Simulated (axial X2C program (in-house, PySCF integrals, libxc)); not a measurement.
# Potential curves of BS, two-component

All values were computed with an axial X2C code built on PySCF integrals. Two-component (2c) means X2C with spin–orbit coupling and atomic mean-field two-electron Coulomb and Gaunt terms. Basis: S dyall-av3z [9s8p3d2f], B dyall-v3z [7s6p2d1f] (cores contracted in-house); Gaussian nuclei, density fitting, unrestricted open shells. Masses: S 31.972 u, B 11.009 u.

State: Ω = 1/2 (⟨Sz⟩ = 0.50, ⟨Lz⟩ = 0.00 at HF). Energies in kJ/mol from the fragments at the same level (S + B). Fits are polynomials in 1 − R0/R over 0.85 to 1.23 times the lowest point R0.

```json
{"R (Å)": "1.4033", "HF": "-262.58", "PBE0": "-442.98", "CCSD": "", "CCSD(T)": ""}
{"R (Å)": "1.4678", "HF": "-336.36", "PBE0": "-517.28", "CCSD": "-450.30", "CCSD(T)": "-470.02"}
{"R (Å)": "1.5162", "HF": "-367.81", "PBE0": "-549.73", "CCSD": "-484.10", "CCSD(T)": "-505.19"}
{"R (Å)": "1.5646", "HF": "-383.24", "PBE0": "-566.63", "CCSD": "-502.04", "CCSD(T)": "-524.57"}
{"R (Å)": "1.6130", "HF": "-385.93", "PBE0": "-571.22", "CCSD": "-507.39", "CCSD(T)": "-531.43"}
{"R (Å)": "1.6695", "HF": "-376.55", "PBE0": "-564.49", "CCSD": "-501.29", "CCSD(T)": "-527.15"}
{"R (Å)": "1.7259", "HF": "-356.99", "PBE0": "-548.01", "CCSD": "-485.27", "CCSD(T)": "-513.00"}
{"R (Å)": "1.7985", "HF": "-321.27", "PBE0": "-516.77", "CCSD": "-454.62", "CCSD(T)": "-484.84"}
{"R (Å)": "1.8872", "HF": "-268.10", "PBE0": "-469.19", "CCSD": "", "CCSD(T)": ""}
{"R (Å)": "2.0162", "HF": "", "PBE0": "-392.76", "CCSD": "", "CCSD(T)": ""}
```

Correlated methods: 9 electrons correlated (number of frozen shells: S 2 s, 1 p; B 1 s), 175 virtual spin orbitals or spinors in MP2, 90 natural virtuals in coupled cluster.

One determinant describes the state; a PBE0 search over occupations chose it and may have missed a lower one. De is counted from the lowest determinant-based energies of the atoms at the same level, without counterpoise correction. Density functionals use the spin component along the axis (collinear). CCSD and (T) use frozen natural virtuals with an MP2 correction for the truncation; (T) itself is uncorrected, so its De runs slightly low. In 2c an atomic determinant is not the ground J level, so De misses part of the atomic spin–orbit lowering. This holds for PBE0. Without a current term, density functionals place determinants with orbital angular momentum somewhat too high. Some points did not converge and are left out. The determinant is spin-polarised beyond a pure state at some levels (its spin-free form has ⟨S²⟩ too high), which makes Re and μ there less reliable. Coupled cluster ran on the points near the minimum only. MP2 and coupled cluster on one determinant become unreliable at the stretched end.

Task: What are Re, ωe and De at the HF level?

Result: At HF, 2c: Re = 1.600 Å, ωe ≈ 1250 cm⁻¹, De = 4.00 eV to S + B; Be follows as 0.804 cm⁻¹.

Task: What are Re, ωe and De at the PBE0 level?

Result: At PBE0, 2c: Re = 1.610 Å, ωe ≈ 1200 cm⁻¹, De = 5.92 eV to S + B; Be follows as 0.794 cm⁻¹.

Task: Fit the CCSD curve near its minimum: give the equilibrium distance, the harmonic wavenumber and the well depth.

Result: At CCSD, 2c: Re = 1.613 Å, ωe ≈ 1200 cm⁻¹, De = 5.26 eV to S + B; Be follows as 0.791 cm⁻¹.

Task: Fit the CCSD(T) curve near its minimum: give the equilibrium distance, the harmonic wavenumber and the well depth.

Result: At CCSD(T), 2c: Re = 1.621 Å, ωe ≈ 1180 cm⁻¹, De = 5.51 eV to S + B; Be follows as 0.784 cm⁻¹.
